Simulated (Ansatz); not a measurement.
```yaml
crystal:
  periodic: [false, false, false]
  atoms:
    - {symbol: C, position_ang: [-0.628240, 0.433752, -1.226226]}
    - {symbol: B, position_ang: [0.556521, 0.445970, -0.045997]}
    - {symbol: Al, position_ang: [0.858184, -1.450390, 1.405377]}
    - {symbol: H, position_ang: [-1.355764, -0.361090, -1.273598]}
    - {symbol: H, position_ang: [-0.566959, 1.204921, -1.891061]}
    - {symbol: H, position_ang: [-1.369478, 1.011282, -0.840812]}
    - {symbol: H, position_ang: [1.120137, 1.570071, 0.108757]}
    - {symbol: H, position_ang: [-0.209625, -1.288062, 2.766014]}
    - {symbol: H, position_ang: [1.777980, -2.382752, 1.157405]}
basis:
  gaussian: {orbitals: pcseg-2}
magnetization: {spin_polarized: true, initial_magnetization: 8}
hamiltonian: {xc: {name: wB97X}}
accuracy: high
output: {forces: true}
```

```sh
$ ansatz run in.yaml --threads 2 --pin off --events-out ev --progress --plain --max-ram 4352MiB
```

Output, abridged:

```
Functional definition: wB97X
3218 factors; integrals over basis functions are off by at most 5.3e-9 eV
462 factors; integrals over basis functions are off by at most 2.0e-9 eV
mean field evaluation 1: about -8377.5053 eV, gradient 1.5e1 eV
mean field evaluation 2: about -8379.1247 eV, gradient 8.2e0 eV
mean field evaluation 4: about -8379.7546 eV, gradient 1.1e0 eV
mean field evaluation 8: about -8379.9634 eV, gradient 4.7e-1 eV
mean field evaluation 16: about -8379.9990 eV, gradient 5.9e-2 eV
mean field evaluation 32: about -8379.9997 eV, gradient 7.4e-4 eV
mean field -8379.99965944 eV, -307.9593073166 hartree, gradient 6.8e-8 eV, S^2 20.012003; 6 other end points of the search recorded, 0 dependent functions left out
reference -8379.99966035 eV, -307.9593073499 hartree; 19, 11 occupied and 159, 167 virtual orbitals, 3218 factors
Total energy: -8379.99966035 eV, -307.9593073499 hartree
Atom 0 at    -0.628240     0.433752    -1.226226 Å, force     6.215063    -4.686156     0.709143 eV/Å
Atom 1 at     0.556521     0.445970    -0.045997 Å, force     0.157108    -2.154362    -0.280011 eV/Å
Atom 2 at     0.858184    -1.450390     1.405377 Å, force    -2.490296     3.656187    -0.281239 eV/Å
Atom 3 at    -1.355764    -0.361090    -1.273598 Å, force    -0.864962    -1.613900     0.564226 eV/Å
Atom 4 at    -0.566959     1.204921    -1.891061 Å, force    -0.199749     3.806362    -2.720842 eV/Å
Atom 5 at    -1.369478     1.011282    -0.840812 Å, force    -5.700020     4.126105     1.084252 eV/Å
Atom 6 at     1.120137     1.570071     0.108757 Å, force     0.269426     1.764015    -0.572421 eV/Å
Atom 7 at    -0.209625    -1.288062     2.766014 Å, force    -1.874175    -0.151031     2.660071 eV/Å
Atom 8 at     1.777980    -2.382752     1.157405 Å, force     4.487604    -4.747220    -1.163178 eV/Å
Dipole moment:     0.278330    -0.123881    -0.004674 e Å
```

What is wrong with this run?

The spin is set far too high for this molecule. The run converged. The result belongs to that input, not to the molecule as meant.
